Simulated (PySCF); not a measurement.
Species: C4H5F.
Atom-mapped SMILES: `[CH:1]#[C:2][C@H:3]([CH3:4])[F:5]` (hydrogens: H6 on C1; H7 on C3; H8, H9, H10 on C4)

Method: PySCF, PBE0-D3(BJ)/def2-SVP geometry optimisation, gas phase; density fitting, grid level 1; the optimiser is geomeTRIC in internal coordinates, started from a GFN2-xTB structure with every atom displaced at random (about 0.01 Å).

Step 0: E = -6931.2713 eV
```
atom  x, y, z in Å  |  force x, y, z in eV/Å
C1      2.2902    0.0898   -0.2353   -4.106   0.817   0.668
C2      1.1031    0.3319   -0.0512    1.708  -0.172  -0.331
C3     -0.3276    0.6079    0.1216    0.850   0.490  -0.083
C4     -1.1028   -0.6643    0.0846   -1.711   0.165   0.448
F5     -0.7468    1.4606   -0.8822   -0.113  -0.130   0.069
H6      3.2848   -0.0798   -0.3843    2.517  -0.484  -0.367
H7     -0.4548    1.1541    1.0742   -0.125  -0.113   0.028
H8     -0.9722   -1.1647   -0.8700    0.146  -0.270  -0.338
H9     -0.8301   -1.3253    0.9113    0.218  -0.152   0.052
H10    -2.1933   -0.4308    0.2099    0.615  -0.150  -0.145
```

Step 1: E = -6931.3606 eV
```
atom  x, y, z in Å  |  force x, y, z in eV/Å
C1      2.3357    0.1961   -0.2006    0.589  -0.469  -0.269
C2      1.1329    0.2704   -0.1060   -0.206   0.405   0.196
C3     -0.2900    0.5588    0.0957   -0.067  -0.153  -0.009
C4     -1.1785   -0.6693    0.0932    0.003   0.103   0.010
F5     -0.7280    1.4205   -0.8871   -0.013   0.057  -0.030
H6      3.3935    0.0117   -0.3607   -0.376   0.165   0.128
H7     -0.3920    1.0872    1.0618    0.023   0.005  -0.018
H8     -1.0998   -1.1946   -0.8692    0.022  -0.026   0.033
H9     -0.9030   -1.3496    0.9097    0.047  -0.066  -0.015
H10    -2.2201   -0.3517    0.2416   -0.022  -0.021  -0.025
```

Step 2: E = -6931.3766 eV
```
atom  x, y, z in Å  |  force x, y, z in eV/Å
C1      2.3263    0.1741   -0.2073   -0.114  -0.294  -0.134
C2      1.1249    0.2897   -0.1016    0.157   0.303   0.109
C3     -0.2983    0.5749    0.0981   -0.021  -0.104  -0.029
C4     -1.1674   -0.6661    0.0933   -0.018   0.041   0.018
F5     -0.7412    1.4355   -0.8853   -0.005   0.001   0.013
H6      3.3742   -0.0191   -0.3567   -0.022   0.084   0.054
H7     -0.4020    1.1031    1.0637   -0.009   0.007  -0.005
H8     -1.0727   -1.1907   -0.8676    0.012  -0.015   0.001
H9     -0.8757   -1.3475    0.9049    0.019  -0.012  -0.018
H10    -2.2175   -0.3744    0.2371    0.000  -0.010  -0.008
```

Step 3: E = -6931.3903 eV
```
atom  x, y, z in Å  |  force x, y, z in eV/Å
C1      2.3024    0.1321   -0.2208   -0.293  -0.061  -0.003
C2      1.1153    0.3296   -0.0923    0.074   0.129   0.028
C3     -0.3106    0.6020    0.1041    0.015  -0.020  -0.031
C4     -1.1459   -0.6607    0.0923   -0.001  -0.065   0.000
F5     -0.7664    1.4557   -0.8799    0.009  -0.018   0.017
H6      3.3429   -0.0755   -0.3518    0.235  -0.011  -0.021
H7     -0.4274    1.1292    1.0683   -0.020  -0.004   0.011
H8     -1.0231   -1.1829   -0.8669   -0.008   0.013  -0.018
H9     -0.8289   -1.3394    0.8975   -0.022   0.023   0.004
H10    -2.2077   -0.4107    0.2281    0.012   0.014   0.014
```

Problem. Estimate the geometry and energy of step 4. (The exact step hangs on the optimiser's Hessian estimate; all steps are aligned on step 3, rigid shifts and turns removed.)

Solution. E = -6931.3928 eV, largest force 0.147 eV/Å
```
atom  x, y, z in Å  |  force x, y, z in eV/Å
C1      2.2959    0.1194   -0.2256   -0.146  -0.008   0.014
C2      1.1147    0.3446   -0.0882    0.053   0.033   0.001
C3     -0.3131    0.6080    0.1057    0.016   0.001  -0.009
C4     -1.1400   -0.6609    0.0918    0.011  -0.048  -0.013
F5     -0.7725    1.4589   -0.8786    0.002  -0.013   0.007
H6      3.3401   -0.0887   -0.3524    0.096  -0.004  -0.015
H7     -0.4383    1.1335    1.0700   -0.010  -0.005   0.008
H8     -1.0120   -1.1815   -0.8678   -0.009   0.014  -0.009
H9     -0.8210   -1.3376    0.8976   -0.016   0.019   0.006
H10    -2.2030   -0.4162    0.2261    0.003   0.011   0.010
```

The energy changes by -0.0024 eV. The first-order estimate −F·Δx gives -0.0039 eV and the mean of the old and new forces, exact on a quadratic surface, -0.0025 eV. The step makes an angle of 74° with the force vector and moves no atom by more than 0.016 Å.

The cost below is that of the whole optimisation. On an Arm Neoverse V1 with one thread, shared host with 32 logical CPUs at a one-minute load of 19, this took 18 s of wall time and 0.38 GiB of memory at its peak.
